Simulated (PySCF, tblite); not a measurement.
# CH7AlSi: dynamics, then NMR shifts and electronic excitations on frames

How do NMR shifts and electronic excitations of CH7AlSi (`[AlH2][CH2][SiH3]`) change as the atoms move?

The runs use tblite 0.8.0 and PySCF 2.14.0, with density-fitted response routines of our own; the level of theory stands in each step. All values are computed, except where a source is named. Atoms are numbered from 0 throughout.

**1. Starting geometry**

10 atoms, charge 0, multiplicity 1; geometry from: GFN2-xTB.

Bonds of the start (Å): Al0–C1 1.99, C1–Si2 1.91, Al0–H3 1.55, Al0–H4 1.55, C1–H5 1.10, C1–H6 1.10, Si2–H7 1.47, Si2–H8 1.47, Si2–H9 1.47.

**2. A short Langevin run with GFN2-xTB**

Job settings and geometry (Å):

```
{"job": {"kind": "md", "xc": "GFN2-xTB", "basis": "xTB", "temperature": 200, "steps": 2000, "every": 50, "frames": 5}, "charge": 0, "multiplicity": 1}
Al     1.736710     0.429658    -0.057777
C      0.123537    -0.727060    -0.058438
Si    -1.415477     0.120059     0.694128
H      3.198945    -0.087067     0.009838
H      1.646385     1.979310    -0.100208
H     -0.135495    -1.055473    -1.074949
H      0.315969    -1.653135     0.501849
H     -2.588558    -0.751961     0.542810
H     -1.689480     1.394922     0.023173
H     -1.183655     0.355400     2.125811
```

Method: GFN2-xTB Langevin dynamics, gas phase.

Started as:

```bash
$ OMP_NUM_THREADS=1 python probes_run.py task.json out
```

This one command runs all jobs of the session in turn.

The program printed:

```text
t/fs     T/K      E/eV
    0.0   169.5   -230.84254
   25.0   106.4   -230.74170
   50.0   134.4   -230.68902
   75.0   166.2   -230.73759
  100.0   112.1   -230.66886
  125.0    99.2   -230.69876
  150.0   121.9   -230.68465
  175.0   140.1   -230.72737
  200.0   162.9   -230.76839
  225.0   156.9   -230.67904
  250.0   141.2   -230.66700
  275.0   216.5   -230.62341
  300.0   238.8   -230.67905
  325.0   150.2   -230.68964
  350.0   111.4   -230.63249
  375.0   154.1   -230.68881
  400.0   126.5   -230.66149
  425.0   186.4   -230.61014
  450.0   208.4   -230.64958
  475.0   200.4   -230.67285
  500.0   173.5   -230.69425
  525.0   254.9   -230.66583
  550.0   193.8   -230.72655
  575.0   160.0   -230.71830
  600.0   181.4   -230.69804
  625.0   154.7   -230.68517
  650.0   135.9   -230.62684
  675.0   218.3   -230.56574
  700.0   282.2   -230.65255
  725.0   172.0   -230.58198
  750.0   191.5   -230.61964
  775.0   200.9   -230.59210
  800.0   260.8   -230.62671
  825.0   281.6   -230.54828
  850.0   227.1   -230.54785
  875.0   259.7   -230.61811
  900.0   127.6   -230.57373
  925.0   224.8   -230.65752
  950.0   246.4   -230.65002
  975.0   230.5   -230.66419
 1000.0   255.7   -230.68038
```

It took 11 s on 1 thread of Arm Neoverse N1, shared host; peak memory 0.18 GiB.

Distance from the start (root mean square after alignment): 0 fs 0.00 Å, 200 fs 0.33 Å, 400 fs 0.63 Å, 600 fs 1.16 Å, 800 fs 1.11 Å, 1000 fs 0.34 Å.

Positions (Å) and forces (eV/Å) at 1000 fs:

```xyz
10

Al    0.967    0.156   -0.532   -0.678    0.124    0.259
C    -0.827   -0.246    0.260   -0.103    2.127   -0.590
Si   -1.679    1.272    1.226    0.858   -0.413   -0.156
H     1.773   -0.817   -1.415    0.186   -0.029   -0.050
H     1.498    1.580   -0.308    0.311    0.091   -0.085
H    -1.478   -0.453   -0.596   -0.158   -0.129   -0.075
H    -0.801   -1.118    0.842   -0.193   -1.196    0.980
H    -3.143    1.243    1.147    0.012   -0.095   -0.079
H    -1.204    2.599    0.730   -0.145   -0.435    0.017
H    -1.282    1.187    2.651   -0.092   -0.045   -0.221
```

**3. NMR shieldings: 250 fs, PBE0/pcSseg-1**

Job settings and geometry (Å):

```
{"job": {"kind": "nmr", "xc": "PBE0", "basis": "pcSseg-1", "pop": false}, "charge": 0, "multiplicity": 1}
Al     1.753200     0.295900    -0.128100
C     -0.080600    -0.375100    -0.078400
Si    -1.688000     0.181800     0.808400
H      2.845000    -0.844400    -0.195900
H      2.224300     1.757300    -0.343700
H     -0.330900    -0.422500    -1.131400
H      0.140200    -1.417500     0.283100
H     -2.707800    -0.803400     0.803700
H     -2.090800     1.454500     0.188700
H     -1.511300     0.336500     2.262200
```

Method: GIAO PBE0/pcSseg-1 NMR shielding, non-relativistic, gas phase.

The program printed:

```text
coarse grid: 8680 points
cycle   1  E = -573.8355237977  dE = -1.940e-01  |g| = 3.723e-01  |ddm| = 2.686e+00
cycle   2  E = -573.8163016897  dE =  1.922e-02  |g| = 4.472e-01  |ddm| = 6.580e-01
cycle   3  E = -573.8713854557  dE = -5.508e-02  |g| = 4.148e-02  |ddm| = 4.208e-01
cycle   4  E = -573.8719422514  dE = -5.568e-04  |g| = 6.486e-03  |ddm| = 5.806e-02
cycle   5  E = -573.8719494523  dE = -7.201e-06  |g| = 1.009e-03  |ddm| = 7.696e-03
final grid: 72632 points
cycle   6  E = -573.8881929153  dE = -6.432e-06  |g| = 4.092e-03  |ddm| = 9.802e-03
cycle   7  E = -573.8881893700  dE =  3.545e-06  |g| = 5.378e-03  |ddm| = 7.619e-03
cycle   8  E = -573.8881971289  dE = -7.759e-06  |g| = 2.848e-04  |ddm| = 4.536e-03
cycle   9  E = -573.8881971437  dE = -1.477e-08  |g| = 2.818e-05  |ddm| = 2.791e-04
cycle  10  E = -573.8881971438  dE = -1.677e-10  |g| = 7.646e-06  |ddm| = 4.551e-05
converged SCF energy = -573.8881971438

GIAO shielding tensors (ppm)
atom      isotropic    diamagn.    paramagn.     s11        s22        s33       span
  0 Al     272.504     794.751    -522.248    190.276    253.645    373.590    183.315
  1 C      194.256     255.929     -61.673    180.753    192.792    209.225     28.472
  2 Si     427.852     878.543    -450.692    378.439    418.672    486.444    108.005
  3 H       26.015      28.526      -2.510     23.830     24.155     30.060      6.230
  4 H       26.180      28.637      -2.458     24.014     24.296     30.229      6.215
  5 H       32.929      32.089       0.840     27.707     30.462     40.616     12.909
  6 H       30.735      30.781      -0.047     25.332     28.917     37.956     12.623
  7 H       28.148      29.039      -0.892     24.576     26.148     33.718      9.142
  8 H       27.444      28.258      -0.814     24.044     25.494     32.795      8.751
  9 H       27.639      28.485      -0.847     24.431     25.928     32.556      8.125
```

It took 6.8 s on 1 thread of Arm Neoverse N1, shared host; peak memory 0.47 GiB.

The references, computed at this level on geometries of the same kind, shield at (ppm): 1H TMS 31.72, 13C TMS 186.9, 29Si TMS 349.2, 27Al AlH4- 490.0. Their shielding less the atom's gives the shift. The references are single molecules in the gas phase. Shifts against hydride references such as AlH4− lie on their own scale. Each atom is listed at this fixed geometry, with no averaging over motion; a spectrum would average atoms that exchange fast.

```tsv
atoms	environment	σ (ppm)	δ (ppm)
C1	sp3 CH2 bonded to Al and Si	194.3	-7.3
H3	hydrogen on an aluminium bonded to C	26.02	5.70
H4	hydrogen on an aluminium bonded to C	26.18	5.54
H8	hydrogen on a silicon bonded to C	27.44	4.27
H9	hydrogen on a silicon bonded to C	27.64	4.08
H7	hydrogen on a silicon bonded to C	28.15	3.57
H6	hydrogen on an sp3 CH2 bonded to Al and Si	30.73	0.98
H5	hydrogen on an sp3 CH2 bonded to Al and Si	32.93	-1.21
Al0	aluminium bonded to C, 2 H	272.5	217.5
Si2	silicon bonded to C, 3 H	427.9	-78.7
```

**4. Excited states and response: 250 fs, PBE0/def2-SVPD**

Settings changed since step 3:

```diff
@@ -1,2 +1,2 @@
-{"job": {"kind": "nmr", "xc": "PBE0", "basis": "pcSseg-1", "pop": false}, "charge": 0, "multiplicity": 1}
+{"job": {"kind": "uv", "xc": "PBE0", "basis": "def2-SVPD", "nstates": 5, "ntriplets": 0}, "charge": 0, "multiplicity": 1}
 Al     1.753200     0.295900    -0.128100
```

Level: TDDFT PBE0/def2-SVPD, vertical, gas phase, core orbitals frozen in the response.

The program printed:

```text
coarse grid: 8680 points
cycle   1  E = -573.6082850141  dE = -2.061e-01  |g| = 3.583e-01  |ddm| = 3.141e+00
cycle   2  E = -573.5906388923  dE =  1.765e-02  |g| = 4.271e-01  |ddm| = 8.981e-01
cycle   3  E = -573.6427882692  dE = -5.215e-02  |g| = 4.169e-02  |ddm| = 5.338e-01
cycle   4  E = -573.6434042352  dE = -6.160e-04  |g| = 4.836e-03  |ddm| = 8.262e-02
cycle   5  E = -573.6434133404  dE = -9.105e-06  |g| = 8.459e-04  |ddm| = 1.296e-02
final grid: 72632 points
cycle   6  E = -573.7185127433  dE = -6.311e-06  |g| = 3.995e-03  |ddm| = 2.801e-02
cycle   7  E = -573.7185088790  dE =  3.864e-06  |g| = 5.442e-03  |ddm| = 1.032e-02
cycle   8  E = -573.7185171761  dE = -8.297e-06  |g| = 1.427e-04  |ddm| = 5.981e-03
cycle   9  E = -573.7185171840  dE = -7.837e-09  |g| = 3.515e-05  |ddm| = 3.207e-04
cycle  10  E = -573.7185171844  dE = -4.429e-10  |g| = 6.991e-06  |ddm| = 7.920e-05
converged SCF energy = -573.7185171844

Static polarisability (au): isotropic 70.185, principal 59.532 65.266 85.757

Singlet excitations
state   eV       nm        f      main configurations
  1   5.2263    237.2   0.00336   H->L 0.98
  2   5.3115    233.4   0.00127   H-1->L 0.98
  3   6.5952    188.0   0.01187   H-2->L 0.94
  4   6.9288    178.9   0.06631   H->L+1 0.96
  5   7.0774    175.2   0.00372   H-3->L 0.95
```

It took 8.1 s on 1 thread of Arm Neoverse N1, shared host; peak memory 0.54 GiB.

Frontier orbitals and where they lie:

```tsv
orbital	eV	atoms
HOMO−3	-9.47	Si2 37 %, H9 22 %, H8 20 %
HOMO−2	-9.19	C1 28 %, Si2 27 %, H9 11 %
HOMO−1	-8.24	Al0 33 %, H3 30 %, H4 19 %
HOMO	-8.08	C1 39 %, Al0 21 %, Si2 10 %
LUMO	-1.42	Al0 62 %, C1 11 %, H4 11 %
LUMO+1	0.02	Al0 37 %, Si2 18 %, C1 12 %
LUMO+2	0.75	Al0 35 %, Si2 19 %, H3 10 %
```

With each of the 5 states as a Gaussian band of 0.4 eV half-width at 1/e, the curve within the window shown has maxima at 236 nm (ε 190), 179 nm (ε 3,100) L/(mol cm). Beyond the last state computed it falls off for lack of states. The curve at chosen wavelengths:

(nm, ε (L/mol/cm)): (168, 860), (172, 1844), (176, 2765), (180, 3057), (184, 2626), (188, 1841), (192, 1101), (196, 580), (200, 275), (204, 121), (208, 54), (212, 37), (216, 48), (219, 68), (223, 104), (227, 142), (231, 171), (235, 185), (239, 181), (243, 162), (247, 134), (251, 103), (255, 74), (259, 50), (263, 32), (267, 19)

Ground-state properties from the same run:

```tsv
property	computed
dipole moment (D)	0.43
polarisability (Å³)	10.40
HOMO–LUMO gap (eV)	6.66
−ε(HOMO) (eV)	8.08
```

**5. Shielding tensors: 425 fs, PBE0/pcSseg-1**

Job settings and geometry (Å):

```
{"job": {"kind": "nmr", "xc": "PBE0", "basis": "pcSseg-1", "pop": false}, "charge": 0, "multiplicity": 1}
Al     1.593700     0.190500    -0.008800
C     -0.163500    -0.670400    -0.252100
Si    -1.397500     0.419400     0.859000
H      2.639800     0.372900    -1.083600
H      2.006400     0.556500     1.416200
H     -0.413400    -0.700700    -1.295100
H     -0.239100    -1.767000     0.042000
H     -2.607400    -0.408900     1.101800
H     -1.790800     1.706300     0.115900
H     -0.709300     0.753500     2.070200
```

Method: GIAO PBE0/pcSseg-1 NMR shielding, non-relativistic, gas phase.

The program printed:

```text
coarse grid: 8680 points
cycle   1  E = -573.8307541050  dE = -2.323e-01  |g| = 3.725e-01  |ddm| = 2.666e+00
cycle   2  E = -573.8069554259  dE =  2.380e-02  |g| = 4.625e-01  |ddm| = 6.952e-01
cycle   3  E = -573.8672376338  dE = -6.028e-02  |g| = 4.015e-02  |ddm| = 4.593e-01
cycle   4  E = -573.8677569490  dE = -5.193e-04  |g| = 7.068e-03  |ddm| = 5.750e-02
cycle   5  E = -573.8677659063  dE = -8.957e-06  |g| = 1.335e-03  |ddm| = 8.663e-03
final grid: 72632 points
cycle   6  E = -573.8837707748  dE = -7.046e-06  |g| = 4.312e-03  |ddm| = 1.050e-02
cycle   7  E = -573.8837670678  dE =  3.707e-06  |g| = 5.579e-03  |ddm| = 8.576e-03
cycle   8  E = -573.8837754523  dE = -8.384e-06  |g| = 4.443e-04  |ddm| = 4.995e-03
cycle   9  E = -573.8837754980  dE = -4.574e-08  |g| = 5.307e-05  |ddm| = 5.043e-04
cycle  10  E = -573.8837754989  dE = -8.137e-10  |g| = 1.214e-05  |ddm| = 8.048e-05
converged SCF energy = -573.8837754989

GIAO shielding tensors (ppm)
atom      isotropic    diamagn.    paramagn.     s11        s22        s33       span
  0 Al     253.815     795.547    -541.732    172.416    226.819    362.211    189.795
  1 C      192.264     254.871     -62.607    167.189    190.966    218.637     51.447
  2 Si     423.866     878.603    -454.737    394.279    416.824    460.493     66.214
  3 H       26.364      29.339      -2.976     24.007     24.317     30.767      6.760
  4 H       26.419      29.582      -3.162     24.146     25.129     29.983      5.837
  5 H       31.840      31.981      -0.141     27.651     28.644     39.225     11.574
  6 H       30.808      29.567       1.241     25.726     27.525     39.172     13.446
  7 H       26.914      28.080      -1.166     23.423     24.956     32.363      8.940
  8 H       26.892      27.879      -0.987     23.943     25.035     31.698      7.756
  9 H       27.706      29.640      -1.934     24.301     26.369     32.447      8.146
```

Run time: 6.4 s. Hardware: 1 thread of Arm Neoverse N1, shared host; peak memory 0.46 GiB.

In short: δ C1 -5.3, Al0 236.2, Si2 -74.7, H3 5.35, H4 5.30 ppm.

**6. Excited states and response: 425 fs, PBE0/def2-SVPD**

Settings changed since step 5:

```diff
@@ -1,2 +1,2 @@
-{"job": {"kind": "nmr", "xc": "PBE0", "basis": "pcSseg-1", "pop": false}, "charge": 0, "multiplicity": 1}
+{"job": {"kind": "uv", "xc": "PBE0", "basis": "def2-SVPD", "nstates": 5, "ntriplets": 0}, "charge": 0, "multiplicity": 1}
 Al     1.593700     0.190500    -0.008800
```

With the program's defaults for keys left out, this is: TDDFT PBE0/def2-SVPD, vertical, gas phase, core orbitals frozen in the response.

The program printed:

```text
coarse grid: 8680 points
cycle   1  E = -573.6041766966  dE = -2.446e-01  |g| = 3.590e-01  |ddm| = 3.082e+00
cycle   2  E = -573.5815824884  dE =  2.259e-02  |g| = 4.443e-01  |ddm| = 9.171e-01
cycle   3  E = -573.6394704933  dE = -5.789e-02  |g| = 3.997e-02  |ddm| = 5.380e-01
cycle   4  E = -573.6400347016  dE = -5.642e-04  |g| = 5.290e-03  |ddm| = 8.098e-02
cycle   5  E = -573.6400442481  dE = -9.546e-06  |g| = 1.588e-03  |ddm| = 1.217e-02
final grid: 72632 points
cycle   6  E = -573.7148790517  dE = -6.705e-06  |g| = 4.285e-03  |ddm| = 2.656e-02
cycle   7  E = -573.7148749386  dE =  4.113e-06  |g| = 5.756e-03  |ddm| = 1.101e-02
cycle   8  E = -573.7148843460  dE = -9.407e-06  |g| = 3.475e-04  |ddm| = 6.382e-03
cycle   9  E = -573.7148843903  dE = -4.421e-08  |g| = 3.962e-05  |ddm| = 5.918e-04
cycle  10  E = -573.7148843908  dE = -5.375e-10  |g| = 9.395e-06  |ddm| = 8.907e-05
converged SCF energy = -573.7148843908

Static polarisability (au): isotropic 70.317, principal 60.754 65.672 84.526

Singlet excitations
state   eV       nm        f      main configurations
  1   4.8140    257.5   0.00436   H->L 0.99
  2   5.2821    234.7   0.00122   H-1->L 0.99
  3   6.6204    187.3   0.08628   H->L+1 0.89
  4   6.6902    185.3   0.02488   H-2->L 0.72, H-3->L 0.17
  5   6.9240    179.1   0.00695   H-3->L 0.78, H-2->L 0.20
```

Wall time 8 s (1 thread of Arm Neoverse N1, shared host); peak memory 0.55 GiB.

In short: HOMO -7.72 eV, LUMO -1.51 eV; lowest singlet 4.81 eV.

**7. Nuclear shieldings: 625 fs, PBE0/pcSseg-1**

Job settings and geometry (Å):

```
{"job": {"kind": "nmr", "xc": "PBE0", "basis": "pcSseg-1", "pop": false}, "charge": 0, "multiplicity": 1}
Al     1.794800    -0.258400    -0.057700
C     -0.206000    -0.667100    -0.062800
Si    -1.030400     0.609500     1.131100
H      2.294800     1.103100     0.499100
H      2.903500    -1.161800    -0.594000
H     -0.739900    -0.575700    -0.973800
H     -0.540500    -1.642600     0.266800
H     -2.441100     0.640000     0.868800
H     -0.465000     1.910800     0.769300
H     -0.798700     0.243000     2.491200
```

With the program's defaults for keys left out, this is: GIAO PBE0/pcSseg-1 NMR shielding, non-relativistic, gas phase.

The program printed:

```text
coarse grid: 8680 points
cycle   1  E = -573.8288060757  dE = -1.730e-01  |g| = 3.840e-01  |ddm| = 2.689e+00
cycle   2  E = -573.8045213050  dE =  2.428e-02  |g| = 4.740e-01  |ddm| = 7.266e-01
cycle   3  E = -573.8676877762  dE = -6.317e-02  |g| = 3.998e-02  |ddm| = 4.734e-01
cycle   4  E = -573.8682116331  dE = -5.239e-04  |g| = 7.240e-03  |ddm| = 5.964e-02
cycle   5  E = -573.8682213456  dE = -9.712e-06  |g| = 1.181e-03  |ddm| = 8.848e-03
final grid: 72632 points
cycle   6  E = -573.8840166252  dE = -9.248e-06  |g| = 4.406e-03  |ddm| = 1.084e-02
cycle   7  E = -573.8840128245  dE =  3.801e-06  |g| = 5.711e-03  |ddm| = 8.619e-03
cycle   8  E = -573.8840215535  dE = -8.729e-06  |g| = 3.874e-04  |ddm| = 5.074e-03
cycle   9  E = -573.8840215911  dE = -3.758e-08  |g| = 3.932e-05  |ddm| = 4.665e-04
cycle  10  E = -573.8840215915  dE = -4.460e-10  |g| = 9.685e-06  |ddm| = 6.659e-05
converged SCF energy = -573.8840215915

GIAO shielding tensors (ppm)
atom      isotropic    diamagn.    paramagn.     s11        s22        s33       span
  0 Al     265.130     794.064    -528.934    206.590    224.951    363.850    157.260
  1 C      202.121     254.313     -52.193    178.758    204.966    222.639     43.882
  2 Si     420.488     880.043    -459.555    389.467    408.846    463.152     73.685
  3 H       26.136      28.847      -2.711     24.054     25.264     29.091      5.037
  4 H       26.125      28.615      -2.489     23.933     24.018     30.425      6.492
  5 H       33.029      32.533       0.496     27.297     29.898     41.894     14.597
  6 H       32.339      30.993       1.346     27.162     29.380     40.475     13.313
  7 H       27.855      29.679      -1.824     24.258     25.894     33.412      9.154
  8 H       27.515      29.658      -2.143     24.239     26.009     32.298      8.059
  9 H       28.250      29.878      -1.628     25.162     26.077     33.511      8.350
```

It took 6.5 s on 1 thread of Arm Neoverse N1, shared host; peak memory 0.46 GiB.

Key values: δ C1 -15.2, Al0 224.8, Si2 -71.3, H4 5.59, H3 5.58 ppm.

**8. Ultraviolet spectrum: 625 fs, PBE0/def2-SVPD**

Settings changed since step 7:

```diff
@@ -1,2 +1,2 @@
-{"job": {"kind": "nmr", "xc": "PBE0", "basis": "pcSseg-1", "pop": false}, "charge": 0, "multiplicity": 1}
+{"job": {"kind": "uv", "xc": "PBE0", "basis": "def2-SVPD", "nstates": 5, "ntriplets": 0}, "charge": 0, "multiplicity": 1}
 Al     1.794800    -0.258400    -0.057700
```

Level: TDDFT PBE0/def2-SVPD, vertical, gas phase, core orbitals frozen in the response.

The program printed:

```text
coarse grid: 8680 points
cycle   1  E = -573.6017234994  dE = -1.855e-01  |g| = 3.699e-01  |ddm| = 3.196e+00
cycle   2  E = -573.5790088957  dE =  2.271e-02  |g| = 4.541e-01  |ddm| = 9.517e-01
cycle   3  E = -573.6392246578  dE = -6.022e-02  |g| = 4.011e-02  |ddm| = 5.650e-01
cycle   4  E = -573.6398002489  dE = -5.756e-04  |g| = 5.604e-03  |ddm| = 8.653e-02
cycle   5  E = -573.6398117225  dE = -1.147e-05  |g| = 1.316e-03  |ddm| = 1.464e-02
cycle   6  E = -573.6398123787  dE = -6.562e-07  |g| = 2.241e-04  |ddm| = 3.099e-03
final grid: 72632 points
cycle   7  E = -573.7144627677  dE = -7.753e-06  |g| = 4.277e-03  |ddm| = 2.966e-02
cycle   8  E = -573.7144580818  dE =  4.686e-06  |g| = 5.884e-03  |ddm| = 1.090e-02
cycle   9  E = -573.7144678084  dE = -9.727e-06  |g| = 1.263e-04  |ddm| = 6.485e-03
cycle  10  E = -573.7144678146  dE = -6.198e-09  |g| = 3.635e-05  |ddm| = 2.741e-04
cycle  11  E = -573.7144678151  dE = -4.679e-10  |g| = 8.603e-06  |ddm| = 8.129e-05
converged SCF energy = -573.7144678151

Static polarisability (au): isotropic 68.969, principal 57.065 65.632 84.211

Singlet excitations
state   eV       nm        f      main configurations
  1   4.8594    255.1   0.00155   H->L 0.99
  2   5.3075    233.6   0.00019   H-1->L 1.00
  3   6.3312    195.8   0.00284   H-2->L 0.97
  4   6.7241    184.4   0.10933   H->L+1 0.97
  5   7.0734    175.3   0.00091   H-3->L 0.97
```

Wall time 8.1 s (1 thread of Arm Neoverse N1, shared host); peak memory 0.55 GiB.

In short: HOMO -7.81 eV, LUMO -1.53 eV; lowest singlet 4.86 eV.

**9. Nuclear shieldings: 800 fs, PBE0/pcSseg-1**

Job settings and geometry (Å):

```
{"job": {"kind": "nmr", "xc": "PBE0", "basis": "pcSseg-1", "pop": false}, "charge": 0, "multiplicity": 1}
Al     1.522800    -0.266100    -0.201800
C     -0.467000    -0.185200    -0.048300
Si    -1.133400     0.803600     1.440800
H      2.637700     0.169500     0.802000
H      1.995900    -0.939200    -1.509300
H     -0.741600     0.406400    -0.900300
H     -0.935600    -1.156400    -0.020800
H     -2.593500     0.520400     1.460500
H     -0.977000     2.265600     1.325100
H     -0.315300     0.258700     2.619600
```

Method: GIAO PBE0/pcSseg-1 NMR shielding, non-relativistic, gas phase.

The program printed:

```text
coarse grid: 8680 points
cycle   1  E = -573.8290102757  dE = -2.030e-01  |g| = 3.981e-01  |ddm| = 2.682e+00
cycle   2  E = -573.8027016352  dE =  2.631e-02  |g| = 4.907e-01  |ddm| = 7.608e-01
cycle   3  E = -573.8702837294  dE = -6.758e-02  |g| = 3.983e-02  |ddm| = 5.000e-01
cycle   4  E = -573.8708022220  dE = -5.185e-04  |g| = 7.085e-03  |ddm| = 5.877e-02
cycle   5  E = -573.8708109691  dE = -8.747e-06  |g| = 1.161e-03  |ddm| = 8.485e-03
final grid: 72632 points
cycle   6  E = -573.8870966363  dE = -8.264e-06  |g| = 4.540e-03  |ddm| = 1.077e-02
cycle   7  E = -573.8870926728  dE =  3.964e-06  |g| = 5.843e-03  |ddm| = 8.795e-03
cycle   8  E = -573.8871017880  dE = -9.115e-06  |g| = 3.849e-04  |ddm| = 5.218e-03
cycle   9  E = -573.8871018222  dE = -3.422e-08  |g| = 4.038e-05  |ddm| = 4.557e-04
cycle  10  E = -573.8871018227  dE = -4.585e-10  |g| = 9.810e-06  |ddm| = 6.804e-05
converged SCF energy = -573.8871018227

GIAO shielding tensors (ppm)
atom      isotropic    diamagn.    paramagn.     s11        s22        s33       span
  0 Al     261.728     795.055    -533.327    182.888    232.491    369.804    186.916
  1 C      197.945     255.823     -57.878    176.793    200.115    216.928     40.135
  2 Si     416.003     878.744    -462.740    386.543    401.676    459.791     73.248
  3 H       25.988      28.743      -2.755     24.273     24.426     29.264      4.991
  4 H       26.070      29.144      -3.074     23.901     23.956     30.351      6.450
  5 H       32.767      32.569       0.199     27.352     30.467     40.482     13.130
  6 H       32.125      31.760       0.365     26.754     29.663     39.959     13.205
  7 H       26.931      28.073      -1.142     23.278     25.207     32.308      9.030
  8 H       27.462      28.687      -1.225     24.823     25.517     32.046      7.223
  9 H       26.492      27.738      -1.246     23.191     25.016     31.268      8.077
```

Run time: 6.4 s. Hardware: 1 thread of Arm Neoverse N1, shared host; peak memory 0.46 GiB.

In short: δ C1 -11.0, Al0 228.2, Si2 -66.8, H3 5.73, H4 5.65 ppm.

[end of part 1 of 2]
